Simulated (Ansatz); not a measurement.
Relaxing Pt2C

Method: DFT PBE, scalar-relativistic, plane waves, PAW (Ansatz 0.2.0). Cutoff 420 eV, Γ-centred k mesh, Gaussian smearing, no spin polarisation in the final step.

Pt2C was placed on the MoSi2 (C11b) structure type (I4/mmm, No. 139), with C in place of Mo, Pt in place of Si, at a guessed volume.

```yaml
crystal:
  lattice:
    - [-1.55142, 1.55142, 3.80582]
    - [1.55142, -1.55142, 3.80582]
    - [1.55142, 1.55142, -3.80582]
  atoms:
    - { symbol: Pt, position: [0.66500, 0.66500, 0.00000] }
    - { symbol: Pt, position: [0.33500, 0.33500, 0.00000] }
    - { symbol: C, position: [0.00000, 0.00000, 0.00000] }
```

Cell and atoms relax at zero pressure; the relaxation can't lower the symmetry of the start. After a coarse first stage the cell is made exact in the group found at 0.06 Å.

Energies over the elements count from the elements' standard structures at the same level, with no empirical corrections.

**Question.** What does it relax into?

**Answer.** It keeps I4/mmm (No. 139). The result has the MoSi2 (C11b) structure. Conventional cell: a = 2.764 Å, c = 9.908 Å. Around Pt lie 4 C at 2.39 Å, 5 Pt at 2.75–2.76 Å and 4 Pt at 2.95 Å; C is coordinated by 8 Pt at 2.39 Å and 4 C at 2.76 Å.

```xyz
3
Lattice="-1.3819 1.3819 4.9539 1.3819 -1.3819 4.9539 1.3819 1.3819 -4.9539" Properties=species:S:1:pos:R:3 pbc="T T T"
Pt    0.0000    0.0000    6.3273
Pt    0.0000    0.0000    3.5806
C     0.0000    0.0000    0.0000
```

**Question.** What are its volume, energy, density and gap?

**Answer.** The volume per atom is 12.61 Å³. The density is 17.65 g/cm³, the energy over the elements is 1.22 eV/atom and the gap on the 24×24×24 mesh is 0 eV (a metal).

The final run used a 24×24×24 mesh on its 3-atom cell and 0.10 eV smearing. For metals, differences of a few meV/atom aren't resolved. Spin–orbit coupling is left out. A structure relaxed within its symmetry needn't be a true minimum. The steps took about 4 core-minutes in all.